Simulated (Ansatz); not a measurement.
fcc Ag, treated with PBEsol-D3(BJ) (Ansatz, a quantum-chemistry and plane-wave program, PAW).

Numerical settings: plane-wave cutoff 520 eV, 24×24×24 k mesh, Fermi–Dirac smearing 0.05 eV, no spin polarisation, scalar-relativistic PAW data made under PBE.

Cell (relaxed at this level):

Ag is modelled in the cubic space group Fm-3m (No. 225), the fcc (Cu type) structure, Pearson symbol cF4. Conventional cell: a = b = c = 3.9940 Å, α = β = γ = 90.00°. Ag on 4a has 12 Ag at 2.824 Å (cuboctahedral). (Neighbours: up to the widest gap in distance over summed covalent radii, below 1.35, at either atom.)
(The calculation used a cell of 1 atom; values per cell refer to that cell.)

### Question
Predict the bulk modulus and pressure derivative B′ of the bulk modulus.

### Answer

bulk modulus: 141 GPa
pressure derivative B′ of the bulk modulus: 5.7

The run finds no gap.

Measured, for comparison: bulk modulus 110 GPa (corrected for temperature and zero-point phonon effects, our sources range from 104 to 111; as tabulated in Levämäki et al. (2014), arXiv:1402.3671). Computed (rounded) less measured: bulk modulus +28 % (+27 % to +36 % over the range).

Computed values are for the static lattice.

It cost very roughly 60 core-seconds of CPU time.
